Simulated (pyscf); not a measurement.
# Routes from HO–GeH₂–Cl + H•

Candidate steps break at most two bonds and form at most two. Each was searched with GFN2-xTB (tblite) first. Single points on ωB97X-D3(BJ)/def2-SVP structures (PySCF, gas phase). Energies: ωB97M-D3(BJ)/def2-TZVP, kcal/mol, from the separated reactants, doublet surface; ΔG‡ with ideal gas, 1 atm, RRHO with modes under 100 cm⁻¹ raised to 100, one conformer, R ln 2 for chiral ones without a mode under 150 cm⁻¹.

| products | type | ΔE‡ | ΔE | ΔG‡ 298 K | ΔG‡ 900 K | ν‡ (cm⁻¹) |
|---|---|---|---|---|---|---|
| HO–GeH•–Cl + H₂ | hydrogen abstraction | 3.5 | -22.7 | 8.6 | 21.9 | 838i |
| Cl–GeH₂• + H₂O | substitution at O | 16.7 | -17.1 | 23.1 | 37.4 | 1746i |

Row 2: On the product side the descent ends in a complex, 4.7 kcal/mol under the separated species and 38.1 kcal/mol under the saddle at ωB97X-D3(BJ)/def2-TZVP. 

Plain bond fissions and candidates not yet searched are not listed, and one of them may be faster. Each barrier is that of the saddle found; lower ones may exist. Elements up to Kr have no core potential and no relativistic terms here.
